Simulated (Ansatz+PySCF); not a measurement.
The numbers below are computed, except where a source is named.
## PySCF 2.14.0 run

```python
from pyscf import gto, scf

mol = gto.M(atom="""
C 0.000000 0.000000 -0.820330
C 0.000000 0.000000 0.820330
H 0.000000 -1.105880 -1.258320
H -0.957720 0.552940 -1.258320
H 0.957720 0.552940 -1.258320
H 0.000000 1.105880 1.258320
H -0.957720 -0.552940 1.258320
H 0.957720 -0.552940 1.258320
""", basis='def2-svp', charge=0, spin=0)
mf = scf.RHF(mol)
mf.init_guess = 'atom'
mf.kernel()
while True:  # follow internal instabilities
    mo, _, stable, _ = mf.stability(return_status=True)
    if stable: break
    mf.kernel(mf.make_rdm1(mo, mf.mo_occ))
print(mf.converged, mf.e_tot, mf.spin_square()[0])
```

The script is written out from the run's settings.

The run gave:

```json
{"Converged": "yes", "Total energy": "-79.13518 hartree", "Spin squared of the determinant": "0.000"}
```
